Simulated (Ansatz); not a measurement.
C6H10 can be A, `C1=CCCCC1`, or B, `C1C[C@@H]2C[C@@H]2C1`.

Program: Ansatz. Geometries: PBE0-D4/def2-TZVP. ΔE: electronic, gas phase. CCSD(T)/CBS adds triple-zeta CCSD(T) − MP2 to the extrapolated MP2 energy (def2 sets, frozen cores). DFT in def2-TZVPP.

A:

```xyz
16

C     1.248    0.277   -0.865
C     1.352   -0.745   -0.021
C     0.259   -1.155    0.916
C    -0.823   -0.089    1.030
C    -1.194    0.453   -0.342
C     0.010    1.106   -1.008
H     2.095    0.533   -1.496
H     2.274   -1.319    0.007
H     0.684   -1.372    1.902
H    -0.178   -2.103    0.572
H    -1.703   -0.495    1.537
H    -0.452    0.734    1.651
H    -2.019    1.166   -0.268
H    -1.546   -0.374   -0.970
H     0.187    2.101   -0.576
H    -0.192    1.282   -2.070
```

B:

Z-matrix (Å, degrees):
```
C
C 1 1.534
C 1 1.534 2 105.1
H 1 1.093 2 110.1 3 -118.5
H 1 1.091 2 112.6 3 122.8
C 2 1.512 1 104.7 3 30.1
H 2 1.094 1 112.3 3 153.5
H 2 1.095 1 110.3 3 -87.0
C 3 1.512 1 104.7 2 -30.1
H 3 1.094 1 112.3 2 -153.5
H 3 1.095 1 110.3 2 87.0
C 6 1.499 2 117.4 1 46.0
H 6 1.084 2 118.8 1 -161.1
H 9 1.084 3 118.8 1 161.1
H 12 1.084 6 119.2 2 13.1
H 12 1.083 6 117.0 2 157.1
```

(1) Which is lower in electronic energy at CCSD(T)/CBS, and by how much? (Estimate.)

(2) Give E(B) − E(A) in kcal/mol with HF/def2-TZVPP, MP2/def2-TZVPP, CCSD(T)/def2-SVP, r2SCAN-D4, BLYP-D4, ωB97M-V, PBE0-D4. (Best estimate.)

(3) Does the order hold for the free energy at 298.15 K (harmonic terms from PBE0-D4)? (An estimate is asked.)

Largest T1 diagnostic: 0.010.

Results:

(1) The calculation gave: A, by 9.9 kcal/mol.

(2) The calculation gave: HF/def2-TZVPP 13.1, MP2/def2-TZVPP 6.6, CCSD(T)/def2-SVP 9.1, r2SCAN-D4 8.5, BLYP-D4 14.0, ωB97M-V 8.2, PBE0-D4 6.8. None reverses the order clearly.

(3) The calculation gave: Yes: G(B) − G(A) = +10.0 kcal/mol.

At CCSD(T), def2-SVP lies −0.8 kcal/mol from the extrapolated value and def2-TZVPP −0.3 kcal/mol. Leaving LDA and LC-ωPBE aside and taking each functional with its dispersion term where it has one, the values, not all of them listed here, spread over 8.2 kcal/mol, from PBE-QIDH to BLYP-D4. LDA lies −2.7 kcal/mol from PBE without D4.
